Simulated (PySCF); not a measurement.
Atom-mapped SMILES (the numbers label the heavy atoms): `[C-:1]#[C:2][CH:3]([F:4])[F:5]`. Hydrogens are named by the atom that carries them.

Geometry: GFN2-xTB; GIAO shifts from PySCF 2.14.0 with density-fitted response routines, gas phase, non-relativistic, averaged over equivalent atoms.

At PBE0/6-31G* (72 basis functions, 8.8 s wall time on 1 thread of an Intel Xeon, shared host):
| atoms | δ (ppm) |
| --- | --- |
| C1 | 194.2 |
| C3 | 103.5 |
| C2 | 89.4 |
| F4/F5 | -95.1 |
| H(C3) | 6.41 |

Scale: ¹³C (σref 196.39), ¹H (σref 32.41) vs TMS; CFCl3 for ¹⁹F (σref 192.54) (reference shieldings calculated alike).

Problem. Predict the values at PBE0/pcSseg-1 on the same geometry.

Solution. 
```json
{"atoms": "C1", "δ at PBE0/pcSseg-1": "213.4", "change": "+19.2"}
{"atoms": "C3", "δ at PBE0/pcSseg-1": "111.5", "change": "+8.0"}
{"atoms": "C2", "δ at PBE0/pcSseg-1": "100.3", "change": "+10.9"}
{"atoms": "F4/F5", "δ at PBE0/pcSseg-1": "-91.4", "change": "+3.7"}
{"atoms": "H(C3)", "δ at PBE0/pcSseg-1": "6.57", "change": "+0.16"}
```

Chemical shifts δ = σref − σ; ¹³C (σ = 186.93 ppm) and ¹H (σ = 31.72 ppm) against TMS; ¹⁹F (σ = 170.95 ppm) vs CFCl3, all at this level.

The largest change is at C1 (carbanion centre). Cost: 90 basis functions, 9.9 s wall time on 1 thread of an Intel Xeon, shared host. The order of the carbon signals is the same at both levels.

Unscaled 19F shifts against computed CFCl3 carry errors that often reach 10 to 50 ppm.
